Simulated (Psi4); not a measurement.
# U-r2SCAN/def2-TZVP run of N2H3 (hydrazinyl radical)

What is the vertical ionisation energy of N2H3 (hydrazinyl radical) at U-r2SCAN/def2-TZVP? 

The results are computed with Psi4 1.11.

## Step 1: Starting point

The species is N2H3 (5 atoms), meant as a doublet with charge 0. As SMILES, `[NH]N`. The shape is that of a PBE0-D4/def2-TZVP optimisation. This is one conformer, not always the lowest.

Bond lengths: N1–N2 1.338 Å, N1–H3 1.021 Å, N2–H4 1.008 Å, N2–H5 1.012 Å. Angles: N1–N2–H4 113.9°, N1–N2–H5 120.9°, N2–N1–H3 106.1°, H4–N2–H5 114.6°.

## Step 2: Energy and forces at U-r2SCAN/def2-TZVP

File h3n2.xyz:

```xyz
5
H3N2
N     -0.187600    -0.818050     0.454040
N     -0.128660     0.235610    -0.368450
H      0.759840    -0.951450     0.811270
H     -1.030950     0.592300    -0.640030
H      0.587360     0.941580    -0.256830
```

File h3n2_ase.py:

```python
import numpy as np
from ase.calculators.psi4 import Psi4
from ase.io import read

a = read('h3n2.xyz')
calc = Psi4(atoms=a, method='r2scan', basis='def2-TZVP', memory='2200MB', num_threads=1, charge=0, multiplicity=2, label='psi4-calc', reference='uks')
calc.psi4.set_options({'puream': True, 'e_convergence': 1e-09, 'd_convergence': 1e-08, 'scf_type': 'pk', 'dft_radial_points': 99, 'dft_spherical_points': 590, 'maxiter': 100})
a.calc = calc

forces = a.get_forces()
print(f'energy: {a.get_potential_energy():.6f} eV')
print('forces / eV A^-1')
print(np.round(forces, 5))
```

The run is started by

```console
python h3n2_ase.py
```

psi4-calc.dat:

```text
[...]
  Running in c1 symmetry.
[...]
  Nuclear repulsion =   36.727994683701468
[...]
  Multiplicity = 2
[...]
  Nalpha       = 9
  Nbeta        = 8
[...]
    Number of basis functions: 80
[...]
   @UKS iter   1:  -110.99217675043494   -1.80085e-01   8.92193e-03 DIIS/ADIIS
[...]
   @UKS iter  13:  -111.21494500047625   -8.81073e-13   5.02003e-09 DIIS
[...]
   @S^2 Observed:                7.554492471E-01
[...]
    Orbital Energies [Eh]
    ---------------------
    Alpha Occupied:
       1A    -14.206669     2A    -14.166468     3A     -0.951628
       4A     -0.705000     5A     -0.520102     6A     -0.442412
       7A     -0.359556     8A     -0.260864     9A     -0.155005
    Alpha Virtual:
      10A      0.032701    11A      0.074814    12A      0.114186
      13A      0.228293    14A      0.309217    15A      0.325798
      16A      0.362832    17A      0.370737    18A      0.408515
      19A      0.415249    20A      0.449791    21A      0.479180
      22A      0.514626    23A      0.550474    24A      0.590086
      25A      0.826940    26A      0.936571    27A      1.007042
[...]
  @UKS Final Energy:  -111.21494500047625
   => Energetics <=
    Nuclear Repulsion Energy =             36.7279946837014677
    One-Electron Energy =                -222.9990760110226233
    Two-Electron Energy =                  89.9127065702023174
    DFT Exchange-Correlation Energy =     -14.8565702433574067
    Empirical Dispersion Energy =           0.0000000000000000
    VV10 Nonlocal Energy =                  0.0000000000000000
    Total Energy =                       -111.2149450004762485
[...]
 Multipole Moments:
 ------------------------------------------------------------------------------------
     Multipole            Electronic (a.u.)      Nuclear  (a.u.)        Total (a.u.)
 ------------------------------------------------------------------------------------
 L = 1.  Multiply by 2.5417464519 to convert [e a0] to [Debye]
 Dipole X            :         -0.2075861            0.6691287            0.4615426
 Dipole Y            :         -0.3111866            1.2323074            0.9211209
 Dipole Z            :          0.0300167           -0.1810898           -0.1510731
 Magnitude           :                                                    1.0413012
[...]
  -Total Gradient:
     Atom            X                  Y                   Z
    ------   -----------------  -----------------  -----------------
       1        0.002419283532     0.006719213723    -0.004672406818
       2       -0.000896063179    -0.004497069372     0.005033553232
       3       -0.001549181794    -0.000153523874    -0.000346460574
       4        0.001058460302    -0.000485833365     0.000079097783
       5       -0.001137352356    -0.001605813478    -0.000090118832
[...]
```

The script printed:

```text
energy: -3026.312800 eV
forces / eV A^-1
[[-0.1244  -0.34552  0.24026]
 [ 0.04608  0.23125 -0.25884]
 [ 0.07966  0.00789  0.01782]
 [-0.05443  0.02498 -0.00407]
 [ 0.05849  0.08257  0.00463]]
```

Run time: 1.8 min. Hardware: 1 thread of Intel Xeon at 2.50GHz (Skylake/Cascade Lake), shared host; peak memory 1.1 GiB.

## Step 3: The singlet cation

File job.json:

```json
{
 "schema_name": "qcschema_input",
 "schema_version": 1,
 "molecule": {
  "schema_name": "qcschema_molecule",
  "schema_version": 2,
  "symbols": ["N", "N", "H", "H", "H"],
  "geometry": [-0.35451262, -1.54589046, 0.85801125, -0.24313216, 0.44523837, -0.69626959, 1.4358895, -1.79797992, 1.53307811, -1.94821315, 1.11928478, -1.20948141, 1.10994954, 1.77932832, -0.48533836],
  "molecular_charge": 1,
  "molecular_multiplicity": 1,
  "fix_symmetry": "c1",
  "fix_com": true,
  "fix_orientation": true
 },
 "driver": "gradient",
 "model": {
  "method": "r2scan",
  "basis": "def2-TZVP"
 },
 "keywords": {
  "puream": true,
  "e_convergence": 1e-09,
  "d_convergence": 1e-08,
  "scf_type": "pk",
  "dft_radial_points": 99,
  "dft_spherical_points": 590
 }
}
```

The run is started by

```console
psi4 --qcschema job.json -n 1 --memory 2200MB
```

stdout:

```text
[...]
  Running in c1 symmetry.
[...]
  Nuclear repulsion =   36.727994691660108
[...]
  Multiplicity = 1
[...]
  Nalpha       = 8
  Nbeta        = 8
[...]
    Number of basis functions: 80
[...]
   @RKS iter   1:  -110.85131468955356   -3.92228e-02   4.76720e-03 ADIIS/DIIS
[...]
   @RKS iter  11:  -110.90590771594327   -4.54747e-13   2.30241e-09 DIIS
[...]
    Orbital Energies [Eh]
    ---------------------
    Doubly Occupied:
       1A    -14.590155     2A    -14.570305     3A     -1.304155
       4A     -1.040708     5A     -0.856346     6A     -0.783238
       7A     -0.685744     8A     -0.594283
[...]
  @RKS Final Energy:  -110.90590771594327
   => Energetics <=
    Nuclear Repulsion Energy =             36.7279946916601077
    One-Electron Energy =                -216.9921943996270954
    Two-Electron Energy =                  83.8259475256675728
    DFT Exchange-Correlation Energy =     -14.4676555336438604
    Empirical Dispersion Energy =           0.0000000000000000
    VV10 Nonlocal Energy =                  0.0000000000000000
    Total Energy =                       -110.9059077159432718
[...]
 Multipole Moments:
 ------------------------------------------------------------------------------------
     Multipole            Electronic (a.u.)      Nuclear  (a.u.)        Total (a.u.)
 ------------------------------------------------------------------------------------
 L = 1.  Multiply by 2.5417464519 to convert [e a0] to [Debye]
 Dipole X            :          3.8892023           -3.5858876            0.3033147
 Dipole Y            :          7.0523734           -6.6039314            0.4484420
 Dipole Z            :         -1.0297914            0.9704500           -0.0593415
 Magnitude           :                                                    0.5446296
[...]
  -Total Gradient:
     Atom            X                  Y                   Z
    ------   -----------------  -----------------  -----------------
       1        0.002486669072    -0.078439016281     0.082810218523
       2        0.015617179760     0.074953300500    -0.100984513942
       3       -0.011779844588     0.001129268419    -0.008159740332
       4        0.015411642448     0.003681312215     0.015552935793
       5       -0.021873867265    -0.001409212790     0.010865779808
[...]
```

The result, in JSON:

```text
{
 "driver": "gradient",
 "model": {
  "method": "r2scan",
  "basis": "def2-TZVP"
 },
 "success": true,
 "return_result": [0.0024866690719490547, -0.07843901628114602, 0.08281021852283016, 0.015617179759724736, 0.07495330049972297, -0.1009845139416845, -0.011779844587825161, 0.0011292684194959268, -0.008159740331860593, 0.015411642447791307, 0.0036813122146074906, 0.015552935793019113, -0.02187386726486154, -0.001409212790246861, 0.01086577980796221],
 "properties": {
  "calcinfo_nbasis": 80,
  "calcinfo_nmo": 80,
  "calcinfo_nalpha": 8,
  "calcinfo_nbeta": 8,
  "calcinfo_natom": 5,
  "nuclear_repulsion_energy": 36.72799469166011,
  "return_energy": -110.90590771594327,
  "return_gradient": [0.0024866690719490547, -0.07843901628114602, 0.08281021852283016, 0.015617179759724736, 0.07495330049972297, -0.1009845139416845, -0.011779844587825161, 0.0011292684194959268, -0.008159740331860593, 0.015411642447791307, 0.0036813122146074906, 0.015552935793019113, -0.02187386726486154, -0.001409212790246861, 0.01086577980796221],
  "scf_one_electron_energy": -216.9921943996271,
  "scf_two_electron_energy": 83.82594752566757,
  "scf_xc_energy": -14.46765553364386,
  "scf_dipole_moment": [0.30331469417920864, 0.44844196271559245, -0.05934147534073064],
  "scf_total_energy": -110.90590771594327,
  "scf_total_gradient": [0.0024866690719490547, -0.07843901628114602, 0.08281021852283016, 0.015617179759724736, 0.07495330049972297, -0.1009845139416845, -0.011779844587825161, 0.0011292684194959268, -0.008159740331860593, 0.015411642447791307, 0.0036813122146074906, 0.015552935793019113, -0.02187386726486154, -0.001409212790246861, 0.01086577980796221],
  "scf_iterations": 11
 }
}
```

Run time: 72 s. Hardware: 1 thread of Intel Xeon at 2.50GHz (Skylake/Cascade Lake), shared host; peak memory 1.1 GiB.

## Step 4: Results

At U-r2SCAN/def2-TZVP:

```
                                          quantity          value
                        doublet N2H3: total energy  -111.21495 Eh
                       doublet N2H3: dipole moment         2.65 D
  doublet N2H3: HOMO energy (highest over α and β)       -4.22 eV
   doublet N2H3: LUMO energy (lowest over α and β)       -1.47 eV
                                doublet N2H3: ⟨S²⟩          0.755
            doublet N2H3: largest force on an atom     0.439 eV/Å
                      singlet cation: total energy  -110.90591 Eh
                       singlet cation: HOMO energy      -16.17 eV
                       singlet cation: LUMO energy      -12.53 eV
                     singlet cation: HOMO–LUMO gap        3.64 eV
          singlet cation: largest force on an atom     6.517 eV/Å
vertical ionisation energy (to the singlet cation)       8.409 eV
```

**Reading.** Removing an electron at fixed nuclei costs 8.41 eV (811 kJ/mol). The largest force (doublet N2H3) is 0.44 eV/Å: the shape isn't a stationary point for this species at this level. Only the singlet of the ionised species was computed; a triplet could lie lower.
